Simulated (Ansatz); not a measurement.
Results of LDA in Ansatz (PAW) for diamond-structure Si.

Settings: plane-wave cutoff 520 eV, 12×12×12 k mesh, perturbation theory, force constants from a 4×4×4 q mesh, scalar-relativistic PAW data made under PBE.

Problem. Give the computed high-frequency dielectric constant, TO(Γ) frequency and zero-point energy.

Solution. 
* **high-frequency dielectric constant**: 13.3
* **TO(Γ) frequency**: 513 cm⁻¹
* **zero-point energy**: 0.061 eV/atom

Measured, for comparison: high-frequency dielectric constant 11.8 (300 K, no zero-point or thermal correction, our sources range from 11.7 to 12.1; as tabulated in Skelton et al. (2020), arXiv:2005.00277); zone-centre TO phonon frequency 525 cm⁻¹ (low temperature, zero-point motion not removed; as tabulated in Tanner et al. (2021), arXiv:2110.11888). Computed (rounded) less measured: high-frequency dielectric constant +13 % (+10 % to +14 % over the range), zone-centre TO phonon frequency -2 %.

Computing time: around 2.7 core-minutes (rough).

Ansatz is an electronic-structure program.
